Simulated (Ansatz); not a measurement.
hcp Zr was calculated with rVV10 in Ansatz (plane waves, PAW).

The run printed, among other lines:

```
Relaxation: its limit of steps is 80 (relax.max_steps)
Crystal: 2 atoms, lattice volume = 46.366 Å³
Basis set: ecut = 520 eV, 1237 PW (Γ), exchange–correlation on 48×48×80 points (8 copies of the dense FFT grid, shifted against one another)
Bands: 16, of which v1, the nominal top of the filled ones, is band 12 counted from 1 (11 counted from 0)
Symmetry: 24 space group operations
Space group: P63/mmc (ITA 194), of the structure as read, at distance tolerance 3.6e-5 Å
k-points: 259 of 3888
Functional: x = rpw86, c = pbe(β = 0.06672455060314922) + rvv10(b = 6.3, C = 0.0093)
SCF iter   1: F=—  HF=-8438.944035 eV  |F-HF|=—  |Δ(HF+E_count)|=         —  Δρ=3.30e-3  dr2=3.06e-3
SCF iter   2: F=—  HF=-8438.942809 eV  |F-HF|=—  |Δ(HF+E_count)|=   1.23e-3  Δρ=1.88e-3  dr2=9.45e-4
  ...
SCF 1 converged in 6 iterations: F = -8438.942885 eV  dr2 = 6.85e-10
Crystal: 2 atoms, lattice volume = 46.366 Å³
Initial density: handed on by an earlier stage of this run
SCF 2 converged in 3 iterations: F = -8438.942909 eV  dr2 = 1.98e-9
Crystal: 2 atoms, lattice volume = 46.366 Å³
SCF iter   3: F=—  HF=-8438.942909 eV  |F-HF|=—  |Δ(HF+E_count)|=  5.82e-11  Δρ=2.60e-7  dr2=1.32e-11
SCF iter   4: F=-8438.942909 eV  HF=-8438.942909 eV  |F-HF|=0.00e0  |Δ(HF+E_count)|=  3.64e-12  Δρ=4.07e-8  dr2=4.26e-13
SCF 3 converged in 4 iterations: F = -8438.942909 eV  dr2 = 4.26e-13
SCF converged after 4 iterations
Free energy (F): -8438.942909 eV
Internal energy: -8438.925762 eV  (E = F + TS)
E sigma→0 (E₀):  -8438.934335 eV
Fermi energy:    14.165479 eV
--- Forces (eV/Å), atoms counted from 1 ---
  atom   1  Zr    -0.00000000    -0.00000000     0.00000000
  atom   2  Zr     0.00000000     0.00000000     0.00000000
--- Stress (GPa, compression-positive) ---
        2.007772       0.000000       0.000000
        0.000000       2.007772       0.000000
        0.000000       0.000000       1.997829
  P = ⅓ Tr σ = 2.0045 GPa (20.045 kbar)
```

Write an input file that could have produced this run (the log leaves some choices open).

This is not unique; one that fits is 
Ansatz 0.2 input:
```yaml
crystal:
  lattice:
    - [1.6113806801, -2.7909932083, 0.0]
    - [1.6113806801, 2.7909932083, 0.0]
    - [0.0, 0.0, 5.1547636184]
  atoms:
    - { symbol: Zr, position: [0.3333333333, 0.6666666667, 0.25] }
    - { symbol: Zr, position: [0.6666666667, 0.3333333333, 0.75] }
basis:
  ecutwfc: 520
  ecutrho_ratio: 4
  xc_grid: 2
kpoints:
  mp_grid: { grid: [18, 18, 12] }
hamiltonian:
  xc: { exchange: rpw86, correlation: pbe }
  dispersion: rvv10
  pseudopotentials: { kind: paw }
scf:
  occupations: { method: fermi_dirac, width: 0.05 }
output:
  forces: true
  stress: true
  eigenvalues: true
relax:
  f_tol: 0.004
  escape_saddle: false
  max_steps: 80
  cell: { stress_tol: 0.02, fix: [volume] }
```

The cell is one volume of an energy–volume scan, off the minimum.

The PAW data were made under PBE.

Computing time: very roughly 16 core-seconds.

Ansatz is a program for electronic structure.
